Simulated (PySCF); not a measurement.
Gas-phase reaction: 2 AlF3.NH3 + Al2O → 3 AlF2 + AlO + 2 NH3

Method: PySCF energies plus ideal-gas RRHO corrections (1 bar). S°(298 K) at PBE0/def2-TZVP differs from the NASA 1993 table for Al2O (+6 J/mol/K); whether the harmonic model or the table's entry is off was not settled. † marks an energy on the PBE0/def2-TZVP geometry and frequencies; other levels use their own. 6-31G* has spherical d functions here. Open shells (unrestricted): AlF2 (multiplicity 2), AlO (multiplicity 2); the rest are closed-shell singlets. B3LYP is the form with VWN-RPA correlation. Adducts (AlF3.NH3) have no counterpoise correction, and HF, PBE, BLYP, B3LYP and PBE0 lack dispersion. AlF3.NH3: computed as isolated molecules; such fragments, hydroxides, amides, oligomers or adducts are transient or little studied in the gas. The harmonic model lacks anharmonicity and excited electronic states, which grow with temperature; levels with a mode under 35 cm⁻¹ are left out. Soft modes under 120 cm⁻¹ make the harmonic entropy rough for AlF3.NH3, Al2O.

```
level               ΔE electronic, kJ  ΔH°(298 K), kJ  ΔS°(298 K), J/K  ΔG°(800 K), kJ
------------------  -----------------  --------------  ---------------  --------------
B3LYP/6-31G*                     1071            1043              446             695
B3LYP/def2-TZVP†                 1023             995              439             652
BLYP/def2-TZVP†                   959             930              439             587
M06-2X/def2-TZVP†                1110            1081              439             738
PBE/def2-TZVP†                    979             950              439             607
PBE0/def2-QZVP†                  1026             998              439             654
PBE0/def2-SVP†                   1119            1090              439             747
PBE0/def2-TZVP                   1036            1008              439             664
r2SCAN/def2-TZVP†                1016             988              439             645
ωB97M-V/def2-TZVP†               1128            1099              439             756
ωB97X-V/def2-TZVP†               1100            1071              439             728
```
ΔH° is lowest at BLYP/def2-TZVP† and highest at ωB97M-V/def2-TZVP†. No reference value is set beside these.
